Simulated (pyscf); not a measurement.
Elementary routes open to Cl–AlH–Cl + H atom (H•) in the gas phase (doublet surface):
A. [Cl–Al–Cl]• + hydrogen (H₂) (Al–H broken; H–H formed)
B. hydrogen chloride (HCl) + [HAl–Cl]• (Al–Cl broken; Cl–H formed)

Structures and frequencies: ωB97X-D3(BJ)/def2-SVP in PySCF.

Task: Rank the routes by free-energy barrier at 298 K, lowest first, for ωB97M-D3(BJ)/def2-TZVP energies (ideal gas, 1 atm, RRHO with modes under 100 cm⁻¹ raised to 100, one conformer, R ln 2 for chiral ones without a mode under 150 cm⁻¹).

Result: A (0.37 eV), B (1.26 eV)

Route A is the fastest of these, ahead of the next by 0.88 eV. The most stable products are those of A (ΔG = -0.82 eV), so kinetics and thermodynamics agree. At 1200 K A is still the fastest. B: On the product side the descent ends in a complex, 0.32 eV under the separated species and 0.66 eV under the saddle at ωB97X-D3(BJ)/def2-TZVP. Only these routes are compared; each barrier is that of the saddle found, and lower ones may exist.
